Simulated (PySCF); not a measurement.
**Spin-rotation constants: 2,3-diazabutadiene (N(N=C)=C, C2H4N2)**

Geometry (Å), atoms numbered from 1 in this order:
```xyz
8

C     1.6444   -0.1120    0.3835
N     0.6004    0.5516    0.1404
N    -0.5617    0.2020   -0.2280
C    -1.6438    0.0786    0.4075
H     2.5625    0.4348    0.5159
H     1.6722   -1.1960    0.4639
H    -1.7203    0.1156    1.4914
H    -2.5445   -0.0653   -0.1642
```

Theory: PySCF 2.14.0, GIAO mPW1PW91/6-311G** magnetisability, rotational g tensor and spin-rotation constants, non-relativistic, gas phase. Geometry: GFN2-xTB.

Problem. Give the nuclear spin-rotation constants along the inertial axes (H = +C I·J) beside the isotropic shieldings.

Solution. Rotational constants 47.9805, 5.2071, 5.0422 GHz. A star marks the isotopologue with that one atom substituted, in its own axes.
| atom | isotope | Caa (kHz) | Cbb (kHz) | Ccc (kHz) | mean (kHz) | σ (ppm) |
| --- | --- | --- | --- | --- | --- | --- |
| N2 | 14N | 14.845 | 0.760 | 0.715 | 5.440 | -126.9 |
| N3 | 14N | 14.834 | 0.767 | 0.707 | 5.436 | -126.5 |
| H5 | 1H | 2.148 | -0.510 | -0.361 | 0.426 | 26.3 |
| H6 | 1H | -4.310 | -0.067 | -0.104 | -1.494 | 26.1 |
| H7 | 1H | -4.319 | -0.056 | -0.114 | -1.496 | 26.1 |
| H8 | 1H | 2.186 | -0.508 | -0.368 | 0.436 | 26.3 |
| C1 | 13C* | 15.377 | 1.215 | 1.314 | 5.969 | 80.8 |

For the geometry as given, no vibrational averaging.
